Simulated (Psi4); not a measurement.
# PBE0/def2-TZVP run of BH3S (SMILES BS)

Aim: the vertical singlet–triplet gap of BH3S at PBE0/def2-TZVP, from 2 runs. 

Program for the calculation: Psi4 1.11.

## Step 1: Starting point

BH3S has 5 atoms, charge 0, and is taken as a singlet. As SMILES, `BS`. Geometry: relaxed at PBE0-D4/def2-TZVP.

Bond lengths: B1–S2 1.765 Å, B1–H3 1.192 Å, B1–H4 1.190 Å, S2–H5 1.344 Å. Angles: B1–S2–H5 99.2°, S2–B1–H3 115.8°, S2–B1–H4 121.4°, H3–B1–H4 122.7°.

## Step 2: Energy and gradient at PBE0/def2-TZVP

input.inp

```
memory 1600 mb

molecule system {
  B     -0.392100    -0.421000     0.088100
  S      0.161700     1.236900    -0.154300
  H     -1.562900    -0.556400     0.264200
  H      0.367100    -1.337600     0.074200
  H      1.476100     1.004400    -0.313600
  symmetry c1
}

set basis def2-TZVP
set puream true
set e_convergence 1e-09
set d_convergence 1e-08
set scf_type pk
set dft_radial_points 99
set dft_spherical_points 590

energy_value, wavefunction = gradient("pbe0", return_wfn=True)
oeprop(wavefunction, "DIPOLE", "WIBERG_LOWDIN_INDICES", "MULLIKEN_CHARGES")
print_variables()
```

Started as:

```sh
$ psi4 input.inp input.out -n 1
```

input.out (excerpt; [...] marks lines left out):

```text
[...]
  Running in c1 symmetry.
[...]
  Nuclear repulsion =   43.070548964180006
[...]
  Multiplicity = 1
[...]
  Nalpha       = 12
  Nbeta        = 12
[...]
    Number of basis functions: 86
[...]
   @RKS iter   1:  -424.57939595638771   -3.10310e-01   5.51582e-03 DIIS/ADIIS
[...]
   @RKS iter  10:  -424.69373043468551   -2.32490e-11   7.28593e-09 DIIS
[...]
    Orbital Energies [Eh]
    ---------------------
    Doubly Occupied:
       1A    -89.037110     2A     -8.018525     3A     -6.803561
       4A     -5.954094     5A     -5.949766     6A     -5.949436
       7A     -0.776302     8A     -0.523901     9A     -0.441958
      10A     -0.371000    11A     -0.337688    12A     -0.311451
[...]
  @RKS Final Energy:  -424.69373043468551
   => Energetics <=
    Nuclear Repulsion Energy =             43.0705489641800057
    One-Electron Energy =                -670.1522468481321084
    Two-Electron Energy =                 225.5701650052898515
    DFT Exchange-Correlation Energy =     -23.1821975560233042
    Empirical Dispersion Energy =           0.0000000000000000
    VV10 Nonlocal Energy =                  0.0000000000000000
    Total Energy =                       -424.6937304346855626
[...]
  -Total Gradient:
     Atom            X                  Y                   Z
    ------   -----------------  -----------------  -----------------
       1        0.000028700231     0.000037347239    -0.000009618341
       2        0.000001058424    -0.000042316482     0.000004521829
       3       -0.000011199599    -0.000003745472     0.000002642205
       4        0.000000324439     0.000019092651    -0.000001222884
       5       -0.000018640849    -0.000010160665     0.000003621903
[...]
 Multipole Moments:
 ------------------------------------------------------------------------------------
     Multipole            Electronic (a.u.)      Nuclear  (a.u.)        Total (a.u.)
 ------------------------------------------------------------------------------------
 L = 1.  Multiply by 2.5417464519 to convert [e a0] to [Debye]
 Dipole X            :         -0.2317124            0.5944334            0.3627210
 Dipole Y            :          1.7734961           -1.7936679           -0.0201717
 Dipole Z            :         -0.1448992            0.0965434           -0.0483559
 Magnitude           :                                                    0.3664856
[...]
  Mulliken Charges: (a.u.)
   Center  Symbol    Alpha    Beta     Spin     Total
       1     B     2.53334  2.53334  0.00000 -0.06668
       2     S     8.07666  8.07666  0.00000 -0.15333
       3     H     0.48650  0.48650  0.00000  0.02700
       4     H     0.48515  0.48515  0.00000  0.02969
       5     H     0.41834  0.41834  0.00000  0.16331
   Total alpha = 12.00000, Total beta = 12.00000, Total charge = -0.00000
  Wiberg Bond Indices using Orthogonal Lowdin Orbitals:
[...]
```

Run time: 9 s. Hardware: 1 thread of AMD EPYC 9R45 (Zen 5), shared host; peak memory 0.95 GiB.

## Step 3: The triplet: the energy at UPBE0/def2-TZVP

bh3s.inp

```
memory 1.6 GB

molecule geom {
  0 3
  B
  S 1 1.764677
  H 1 1.191687 2 115.80877
  H 1 1.190266 3 122.74425 2 179.99835
  H 2 1.344277 1 99.24392 4 0.00094
  units angstrom
  symmetry c1
}

set {
  reference            uks
  puream               true
  e_convergence        1e-09
  d_convergence        1e-08
  scf_type             pk
  dft_radial_points    99
  dft_spherical_points 590
  maxiter              200
}

energy('pbe0/def2-TZVP')
```

Started as:

```sh
$ psi4 -i bh3s.inp -o bh3s.out -n 1
```

bh3s.out (excerpt; [...] marks lines left out):

```text
[...]
  Running in c1 symmetry.
[...]
  Nuclear repulsion =   43.070545708620287
[...]
  Multiplicity = 3
[...]
  Nalpha       = 13
  Nbeta        = 11
[...]
    Number of basis functions: 86
[...]
   @UKS iter   1:  -424.34852701469708   -7.94413e-02   6.20895e-03 ADIIS/DIIS
[...]
   @UKS iter  13:  -424.51660259398290   -5.28644e-12   5.88521e-09 DIIS
[...]
   @S^2 Observed:                2.011227450E+00
[...]
    Orbital Energies [Eh]
    ---------------------
    Alpha Occupied:
       1A    -89.138408     2A     -8.115054     3A     -6.733009
       4A     -6.059132     5A     -6.047442     6A     -6.041840
       7A     -0.860064     8A     -0.548174     9A     -0.473985
      10A     -0.423756    11A     -0.373520    12A     -0.323275
      13A     -0.139510
    Alpha Virtual:
      14A     -0.025102    15A      0.050782    16A      0.068489
      17A      0.108032    18A      0.131028    19A      0.136438
      20A      0.163180    21A      0.183578    22A      0.201332
      23A      0.212867    24A      0.235532    25A      0.258474
[...]
  @UKS Final Energy:  -424.51660259398290
   => Energetics <=
    Nuclear Repulsion Energy =             43.0705457086202870
    One-Electron Energy =                -668.9284083080644905
    Two-Electron Energy =                 224.5193556655334532
    DFT Exchange-Correlation Energy =     -23.1780956600721844
    Empirical Dispersion Energy =           0.0000000000000000
    VV10 Nonlocal Energy =                  0.0000000000000000
    Total Energy =                       -424.5166025939828955
[...]
 Multipole Moments:
 ------------------------------------------------------------------------------------
     Multipole            Electronic (a.u.)      Nuclear  (a.u.)        Total (a.u.)
 ------------------------------------------------------------------------------------
 L = 1.  Multiply by 2.5417464519 to convert [e a0] to [Debye]
 Dipole X            :          0.0000322           -0.0000401           -0.0000079
 Dipole Y            :          0.7164223           -1.1376402           -0.4212179
 Dipole Z            :          3.0550666           -1.5118501            1.5432165
 Magnitude           :                                                    1.5996692
[...]
```

Wall time 13 s (1 thread of AMD EPYC 9R45 (Zen 5), shared host); peak memory 0.95 GiB.

## Step 4: Summary of results

At PBE0/def2-TZVP:

| quantity | value |
| --- | --- |
| singlet: total energy | -424.69373 Eh |
| singlet: dipole moment | 0.93 D |
| singlet: HOMO energy | -8.48 eV |
| singlet: LUMO energy | -1.30 eV |
| singlet: HOMO–LUMO gap | 7.17 eV |
| singlet: largest force on an atom | 0.002 eV/Å |
| triplet: total energy | -424.51660 Eh |
| triplet: dipole moment | 4.07 D |
| triplet: HOMO energy (highest over α and β) | -3.80 eV |
| triplet: ⟨S²⟩ | 2.011 |
| vertical energy of the triplet above the singlet | 4.820 eV |

At this shape the triplet lies 4.82 eV (111 kcal/mol) above the singlet. Mulliken charges (singlet) run from -0.15 on S2 to +0.16 on H5.
